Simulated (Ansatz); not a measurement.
Wavefunction ladder for `FC1(S)CCO1`

```json
{"atom": "F1", "x (Å)": "-0.2535", "y (Å)": "1.5214", "z (Å)": "1.2673"}
{"atom": "C2", "x (Å)": "-0.0894", "y (Å)": "0.7472", "z (Å)": "0.1596"}
{"atom": "S3", "x (Å)": "-0.5083", "y (Å)": "1.7121", "z (Å)": "-1.3147"}
{"atom": "C4", "x (Å)": "-0.7598", "y (Å)": "-0.6209", "z (Å)": "0.2221"}
{"atom": "C5", "x (Å)": "0.6679", "y (Å)": "-1.1447", "z (Å)": "0.0643"}
{"atom": "O6", "x (Å)": "1.1949", "y (Å)": "0.1964", "z (Å)": "0.1587"}
{"atom": "H7", "x (Å)": "0.4783", "y (Å)": "2.6062", "z (Å)": "-1.1369"}
{"atom": "H8", "x (Å)": "-1.2072", "y (Å)": "-0.8023", "z (Å)": "1.1974"}
{"atom": "H9", "x (Å)": "-1.4670", "y (Å)": "-0.8506", "z (Å)": "-0.5717"}
{"atom": "H10", "x (Å)": "1.0530", "y (Å)": "-1.7797", "z (Å)": "0.8635"}
{"atom": "H11", "x (Å)": "0.8910", "y (Å)": "-1.5851", "z (Å)": "-0.9097"}
```

The species carries charge 0 and has multiplicity 1. The geometry is a stationary point of PBE0-D4/def2-TZVP. It is one conformer, not always the lowest. Frozen core, restricted reference, the Gaussian-basis code of Ansatz. CBS rows extrapolate triple and quadruple zeta; past MP2 they add the triple-zeta difference.

| basis | HF (Eh) | MP2 corr. |
| --- | --- | --- |
| def2-SVP | -687.95194 | -0.90363 |
| def2-TZVPP | -688.43885 | -1.15328 |
| def2-QZVPP | -688.46291 | -1.24382 |

Task: Estimate the CCSD correlation energy and the (T) correction in each basis where they were run (hartree).

Result: 
```
     basis  CCSD corr.       (T)
  def2-SVP    -0.95221  -0.02748
def2-TZVPP    -1.19103  -0.04924
 CBS(def2)    -1.34864     as TZ
```
